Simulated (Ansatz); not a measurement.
# AlBH6Si: the cost of one run

All numbers below are computed with Ansatz 0.2.0 (RKS PBE0-D4/6-31G*).

### Step 1. Starting point

Bond lengths: B1–Al2 2.097 Å, Al2–Si3 2.429 Å, B1–H4 1.182 Å, B1–H5 1.180 Å, Al2–H6 1.584 Å, Si3–H7 1.483 Å, Si3–H8 1.486 Å, Si3–H9 1.481 Å. Angles: B1–Al2–Si3 133.4°, B1–Al2–H6 113.9°, Si3–Al2–H6 112.7°, Al2–B1–H4 123.8°, Al2–B1–H5 122.7°, H4–B1–H5 113.5°, Al2–Si3–H7 116.7°, Al2–Si3–H8 113.7°, Al2–Si3–H9 115.4°, H7–Si3–H8 102.8°, H7–Si3–H9 103.3°, H8–Si3–H9 103.2°.

Structure file:

```xyz
9

B    -1.2252    1.1142   -1.6561
Al    0.0368    0.7861   -0.0132
Si    0.8215   -1.2164    1.1154
H    -1.7405    0.2472   -2.2727
H    -1.4980    2.1944   -2.0459
H     0.5853    2.1155    0.6511
H     2.1542   -1.7281    0.7141
H    -0.0583   -2.3976    0.9178
H     0.9243   -1.1155    2.5897
```

### Step 2. Relaxing end A

File input.yaml:

```yaml
crystal:
  periodic: [false, false, false]
  atoms:
    - { symbol: B, position_ang: [-1.22522, 1.11425, -1.65613] }
    - { symbol: Al, position_ang: [0.03678, 0.7861, -0.01325] }
    - { symbol: Si, position_ang: [0.82145, -1.21641, 1.11536] }
    - { symbol: H, position_ang: [-1.74048, 0.24725, -2.27275] }
    - { symbol: H, position_ang: [-1.49802, 2.1944, -2.04589] }
    - { symbol: H, position_ang: [0.58532, 2.11554, 0.65107] }
    - { symbol: H, position_ang: [2.15424, -1.72806, 0.71412] }
    - { symbol: H, position_ang: [-0.05835, -2.39763, 0.91778] }
    - { symbol: H, position_ang: [0.92428, -1.11545, 2.58969] }
basis:
  gaussian: { orbitals: "6-31G*" }
hamiltonian:
  xc: pbe0
  dispersion: d4
relax:
  f_tol: 0.015
  max_steps: 40
```

Command:

```sh
ansatz run input.yaml --threads 1 --pin off --max-ram 2048MiB --backend cpu --events-out ev --progress --plain --runs-dir out
```

**Question.** How long does this run take on 1 thread of Arm Neoverse V2, shared host, and how much memory does it need?

About 38 s, with a peak of 0.13 GiB.
